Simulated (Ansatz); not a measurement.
**BSiNH (quartet): from Hartree-Fock to the top rungs, cc-pVDZ**

An exercise on one series of results from a longer session: the logs are not shown, and one member is left open.

Method: cc-pVDZ, core rule «outside noble gas», up to 7 orbitals frozen; program: Ansatz 0.2.0, Gaussian basis.

The runs, in order: UHF; CCSD(T) on ROHF; CCSD(T) on UHF; BCCD(T) on ROHF; CISD; CCSDT(Q) on ROHF; CCSDT(Q) on UHF.

22 further runs of the same task are left out: 10 that didn't finish, 12 set aside as unsound or not needed.

### The geometry

The geometry is a PBE0/def2-TZVP stationary point (not a proven minimum) of the parent state, kept for this charge and spin.

4 atoms, charge 0, spin multiplicity 4.

Atoms are counted from 1 here; the program's logs count them from 0.

Bond lengths: B1–N2 1.259 Å, N2–Si3 1.712 Å, Si3–H4 1.534 Å. Angles: B1–N2–Si3 171.7°, N2–Si3–H4 96.4°.

The first run:

The input, in.yaml:

```yaml
crystal:
  periodic: [false, false, false]
  atoms:
    - {symbol: B, position_ang: [0.000000, 0.016116, 1.931055]}
    - {symbol: N, position_ang: [0.000000, 0.074561, 0.673291]}
    - {symbol: Si, position_ang: [0.000000, -0.093854, -1.030677]}
    - {symbol: H, position_ang: [0.000000, 1.406192, -1.349441]}
basis:
  gaussian: {orbitals: cc-pVDZ}
magnetization: {spin_polarized: true, initial_magnetization: 3}
hamiltonian: {xc: hf}
output: {orbitals: {seedname: orbitals}}
```

The run is started by

```bash
> ansatz run in.yaml --threads 1 --pin off --events-out ev --progress --plain --max-ram 2393MiB
```

Steps of the session up to this table: UHF; CCSD(T) on ROHF; CCSD(T) on UHF; BCCD(T) on ROHF; CISD; CCSDT(Q) on ROHF; CCSDT(Q) on UHF.

One table of the session follows, with a row left open; its other results are not shown here.

It belongs to the step «Misses and costs». 

```
   method  from UCCSDT(Q) (kJ/mol)
     ROHF                   +840.5
      UHF                   +814.9
     RMP2                   +101.0
     UMP2                        ?
     CISD                   +116.3
    RCCSD                    +40.6
    UCCSD                    +39.9
 RCCSD(T)                     +6.5
 UCCSD(T)                     +7.3
  BCCD(T)                     +6.6
   RCCSDT                     +3.3
   UCCSDT                     +3.3
RCCSDT(Q)                     +0.5
UCCSDT(Q)                        0
```

Q: Estimate the row for UMP2 from the others.

The run gave: from UCCSDT(Q) (kJ/mol): +105.4. In the column «from UCCSDT(Q) (kJ/mol)» it lies between RMP2 (+101.0) and CISD (+116.3).

To keep in mind: Restricted and unrestricted rows rest on different reference determinants; where their highest levels disagree by more than a few hundredths of an eV, they describe different states and don't form one ladder.
